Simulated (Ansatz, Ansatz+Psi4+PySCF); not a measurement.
```xyz
3

O     0.0367    1.0969    0.0000
H    -0.9175    1.3122    0.0000
Cl    0.0367   -0.5688    0.0000
```

Basis set: cc-pVTZ on H, O; cc-pV(T+d)Z on Cl (spherical functions). Correlated methods keep 6 orbitals frozen. Charge 0, multiplicity 1.

Computed with Ansatz (development build ahead of 0.2.0); each method stands on the lowest determinant of its kind that the runs found. Restricted open shells among the atoms or ions are ROHF, correlated in semicanonical orbitals with singles.

The atomization energy at this shape (free ground-state atoms in the same class of orbitals less the molecule, no zero-point energy) of singlet HClO:

```tsv
method	atomization energy
RHF-CCSD(T)	156.74 kcal/mol
RHF-MP2	162.73 kcal/mol
```

Q: What does RHF give?

A: 85.28 kcal/mol.
